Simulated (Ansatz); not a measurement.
**H4NSSi+ (SMILES N[SiH]=[SH+]): one structure at several levels**

One table from this session's results is given with a row withheld; the runs are named, their logs left out.

Method: single points in def2-TZVPP; program: Ansatz 0.2.0, Gaussian basis.

Correlated methods freeze the cores. B3LYP uses VWN-RPA correlation.

## The system as given

SMILES `N[SiH]=[SH+]`, 7 atoms, charge 1, spin multiplicity 1.

Atoms are counted from 1 here; the program's logs count them from 0.

Bond lengths: N1–Si2 1.585 Å, N1–H4 1.042 Å, N1–H5 1.026 Å, Si2–S3 2.118 Å, Si2–H6 1.510 Å, S3–H7 1.346 Å. Angles: Si2–N1–H4 127.7°, Si2–N1–H5 123.9°, H4–N1–H5 107.8°, N1–Si2–S3 120.9°, N1–Si2–H6 108.0°, S3–Si2–H6 128.8°, Si2–S3–H7 91.5°.

As a file:

```
N    -0.8594    0.4970   -0.8640
Si   -0.0632   -0.1795    0.3278
S     2.0379   -0.4296    0.2299
H    -1.8795    0.7025   -0.9125
H    -0.4102    0.9490   -1.6679
H    -1.0615   -0.8894    1.2112
H     2.0520   -1.0748    1.4110
```

Set-up of the first run:

run/in.yaml

```yaml
crystal:
  periodic: [false, false, false]
  atoms:
    - {symbol: N, position_ang: [-0.859400, 0.497000, -0.864000]}
    - {symbol: Si, position_ang: [-0.063200, -0.179500, 0.327800]}
    - {symbol: S, position_ang: [2.037900, -0.429600, 0.229900]}
    - {symbol: H, position_ang: [-1.879500, 0.702500, -0.912500]}
    - {symbol: H, position_ang: [-0.410200, 0.949000, -1.667900]}
    - {symbol: H, position_ang: [-1.061500, -0.889400, 1.211200]}
    - {symbol: H, position_ang: [2.052000, -1.074800, 1.411000]}
basis:
  gaussian: {orbitals: def2-TZVPP}
total_charge: 1
correlation: {method: ccsd_t}
output: {forces: true}
```

No record of the launch command was kept for these runs.

Among the steps run: CCSD(T)/def2-TZVPP; PBE0-D4/def2-TZVPP; wB97M-V/def2-TZVPP; r2SCAN-D4/def2-TZVPP; PBE-D4/def2-TZVPP; revPBE-D4/def2-TZVPP; B3LYP-D4/def2-TZVPP.

One table of the session follows, with a row left open; its other results are not shown here.

```
   method  RMS force component (eV/Å)  angle to CCSD(T) forces (°)
  CCSD(T)                       1.269                    reference
  PBE0-D4                       1.196                          3.6
  wB97M-V                       1.216                          3.1
r2SCAN-D4                           ?                            ?
   PBE-D4                       1.215                          8.5
revPBE-D4                       1.257                          8.8
 B3LYP-D4                       1.203                          1.8
```

**Question.** Estimate the row for r2SCAN-D4.

**Answer.** RMS force component (eV/Å): 1.204; angle to CCSD(T) forces (°): 2.7. In the column «RMS force component (eV/Å)» it lies between B3LYP-D4 (1.203) and PBE-D4 (1.215).
